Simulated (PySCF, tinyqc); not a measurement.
Inside a calculation. Method: CID on RHF in the sto-3g basis, frozen core, for OH-, spin multiplicity 1. The basis has no diffuse functions, so it cannot describe the extra electron: this is an exercise in the method, not the real anion. The lowest restricted solution is unstable here: a spin-polarised one lies 0.0120 hartree lower (PySCF). One step of it, computed by the program tinyqc.

Question. CID: roots. Diagonalise (each vector has its largest component positive (the first on a tie)); all determinants have Ms = 0, so triplets appear too. The lowest singlet root is the correlation energy.

Occupation strings over the orbitals (2 doubly, a alpha, b beta, 0 empty; spin orbitals ordered 1a 1b 2a 2b ...): 222220 222202 2a22b2 222022 220222 2b22a2 202222

H - E(HF) between determinants (hartree), lower triangle:
```
           222220     222202     2a22b2     222022     220222     2b22a2    202222
222220   0.000000
222202   0.177717   0.885958
2a22b2   0.003732  -0.069087   1.050645
222022   0.039095   0.012608   0.019336   0.249056
220222   0.039095   0.012608   0.019336   0.047444   0.249056
2b22a2  -0.003732   0.069087  -0.055767  -0.019336  -0.019336   1.050645
202222   0.130507   0.055767   0.027116   0.169620   0.169620  -0.027116  1.767858
```

Give: lowest roots of this matrix, relative to E(HF); lowest vectors; <S^2> of these roots; weight of the ground state by excitation level 0, 1, 2, ....

Answer.

lowest roots of this matrix, relative to E(HF) (hartree): -0.046  0.202  0.260  0.872  0.995  1.147  1.824

lowest vectors:
```
        root 1  root 2  root 3  root 4
222220   0.976   0.000   0.094   0.172
222202  -0.182   0.000  -0.047   0.901
2a22b2  -0.010   0.000  -0.031   0.272
222022  -0.079   0.707   0.693   0.019
220222  -0.079  -0.707   0.693   0.019
2b22a2   0.010   0.000   0.031  -0.272
202222  -0.050   0.000  -0.161  -0.105
```

<S^2> of these roots: 0.000  0.000  0.000  0.000  2.000  0.000  0.000

weight of the ground state by excitation level 0, 1, 2, ...: 0.952  0.000  0.048
